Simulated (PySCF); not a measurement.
PySCF input (PBE/aug-pcseg-1):

```python
import numpy as np, basis_set_exchange as bse
from pyscf import gto, scf, dft, df

basis = {'C': gto.basis.parse(bse.get_basis('aug-pcseg-1', elements=['C'], fmt='nwchem')), 'H': gto.basis.parse(bse.get_basis('aug-pcseg-1', elements=['H'], fmt='nwchem'))}
mol = gto.M(
    atom='''
    C    -0.00000000    0.00000000   -0.00000000
    H     0.62054657    0.62688914    0.63896175
    H    -0.64285838   -0.62489528    0.61852983
    H     0.63693263   -0.63278043   -0.61664082
    H    -0.61462083    0.63078657   -0.64085076
    ''',
    basis=basis,
    charge=0,
    verbose=4,
    max_memory=8640,
)
mf = dft.RKS(mol, xc='pbe')
mf.grids.level = 3
mf = mf.density_fit(auxbasis=df.autoaux(mol))
mf.conv_tol = 1e-9
mf.max_cycle = 100
print('smallest overlap eigenvalue', np.linalg.eigvalsh(mol.intor('int1e_ovlp'))[0])
mf.kernel()
dip = mf.dip_moment()
```

Output:

```
PySCF version 2.14.0

[INPUT] verbose = 4
[INPUT] num. atoms = 5
[INPUT] num. electrons = 10
[INPUT] charge = 0
[INPUT] spin (= nelec alpha-beta = 2S) = 0
[INPUT] symmetry False subgroup None
[INPUT] Mole.unit = angstrom
[INPUT] Symbol           X                Y                Z      unit          X                Y                Z       unit  Magmom
[INPUT]  1 C      0.000000000000   0.000000000000   0.000000000000 AA    0.000000000000   0.000000000000   0.000000000000 Bohr   0.0
[INPUT]  2 H      0.620546570000   0.626889140000   0.638961750000 AA    1.172663064838   1.184648785064   1.207462711573 Bohr   0.0
[INPUT]  3 H     -0.642858380000  -0.624895280000   0.618529830000 AA   -1.214826275082  -1.180880935733   1.168851978574 Bohr   0.0
[INPUT]  4 H      0.636932630000  -0.632780430000  -0.616640820000 AA    1.203628230499  -1.195781709685  -1.165282267027 Bohr   0.0
[INPUT]  5 H     -0.614620830000   0.630786570000  -0.640850760000 AA   -1.161465039153   1.192013860354  -1.211032423119 Bohr   0.0

nuclear repulsion = 13.4453507450257
number of shells = 29
number of NR pGTOs = 78
number of NR cGTOs = 59
basis = {'C': [[0, [1243.2, 0.00603366], [187.145, 0.0449576], [42.5126, 0.197901], [11.7393, 0.5], [3.50548, 0.480364]], [0, [5.39089, -0.070398], [0.493341, 0.5]], [0, [0.149741, 1.0]], [0, [0.042849, 1.0]], [1, [9.18056, 0.0431701], [1.93658, 0.224999], [0.526296, 0.5]], [1, [0.136319, 1.0]], [1, [0.03408, 1.0]], [2, [0.8, 1.0]], [2, [0.10224, 1.0]]], 'H': [[0, [12.2518, 0.0233371], [1.86871, 0.15915], [0.418208, 0.5]], [0, [0.1061, 1.0]], [0, [0.026525, 1.0]], [1, [1.0, 1.0]], [1, [0.079575, 1.0]]]}
ecp = {}
ETB for C: l = 0, exps = 0.06816 * 1.8^n , n = 0..15
ETB for C: l = 1, exps = 0.06816 * 1.8^n , n = 0..12
ETB for C: l = 2, exps = 0.06816 * 1.8^n , n = 0..11
ETB for C: l = 3, exps = 0.13632 * 2.2^n , n = 0..4
ETB for H: l = 0, exps = 0.05305 * 1.8^n , n = 0..11
ETB for H: l = 1, exps = 0.1061 * 2^n , n = 0..5
ETB for H: l = 2, exps = 0.15915 * 2.2^n , n = 0..4
smallest overlap eigenvalue 0.001594786100263474

******** <class 'pyscf.df.df_jk.DFRKS'> ********
method = DFRKS
initial guess = minao
damping factor = 0
level_shift factor = 0
DIIS = <class 'pyscf.scf.diis.CDIIS'>
diis_start_cycle = 1
diis_space = 8
diis_damp = 0
SCF conv_tol = 1e-09
SCF conv_tol_grad = None
SCF max_cycles = 100
direct_scf = False
XC library pyscf.dft.libxc version 7.1.2
    S. Lehtola, C. Steigemann, M. J. T. Oliveira, and M. A. L. Marques,  SoftwareX 7, 1–5 (2018)
XC functionals = pbe
    J. P. Perdew, K. Burke, and M. Ernzerhof,  Phys. Rev. Lett. 77, 3865 (1996)
    J. P. Perdew, K. Burke, and M. Ernzerhof,  Phys. Rev. Lett. 78, 1396 (1997)
    J. P. Perdew, K. Burke, and M. Ernzerhof,  Phys. Rev. Lett. 77, 3865 (1996)
    J. P. Perdew, K. Burke, and M. Ernzerhof,  Phys. Rev. Lett. 78, 1396 (1997)
radial grids:
    Treutler-Ahlrichs [JCP 102, 346 (1995); DOI:10.1063/1.469408] (M4) radial grids

becke partition: Becke, JCP 88, 2547 (1988); DOI:10.1063/1.454033
pruning grids: <function nwchem_prune>
grids dens level: 3
symmetrized grids: False
atomic radii adjust function: <function treutler_atomic_radii_adjust>
small_rho_cutoff = 0
Set gradient conv threshold to 3.16228e-05
Initial guess from minao.
tot grids = 53352
init E= -40.2363116131975
  HOMO = -0.433605106069944  LUMO = -0.0290695497257287  gap/eV = 11.00797
cycle= 1 E= -40.4006977713456  delta_E= -0.164  |g|= 0.373  |ddm|= 2.13
  HOMO = -0.270385309887721  LUMO = -0.000674025839256576  gap/eV = 7.33922
cycle= 2 E= -40.3540196804077  delta_E= 0.0467  |g|= 0.55  |ddm|= 0.927
  HOMO = -0.347392442092312  LUMO = -0.0130760214006718  gap/eV = 9.09721
cycle= 3 E= -40.4394003974039  delta_E= -0.0854  |g|= 0.00491  |ddm|= 0.537
  HOMO = -0.346889922844648  LUMO = -0.0133489388642136  gap/eV = 9.07611
cycle= 4 E= -40.4394082243128  delta_E= -7.83e-06  |g|= 0.000403  |ddm|= 0.0115
  HOMO = -0.346901954411309  LUMO = -0.0133857978081151  gap/eV = 9.07544
cycle= 5 E= -40.4394082610419  delta_E= -3.67e-08  |g|= 3.7e-05  |ddm|= 0.000368
  HOMO = -0.346924511931426  LUMO = -0.0133930997574647  gap/eV = 9.07585
cycle= 6 E= -40.4394082616143  delta_E= -5.72e-10  |g|= 1.49e-06  |ddm|= 8.12e-05
  HOMO = -0.346923554879101  LUMO = -0.0133930665934461  gap/eV = 9.07583
Extra cycle  E= -40.4394082616139  delta_E= 3.98e-13  |g|= 2.2e-06  |ddm|= 4.41e-06
converged SCF energy = -40.4394082616139
Dipole moment(X, Y, Z, Debye):  0.00000, -0.00000, -0.00000
```
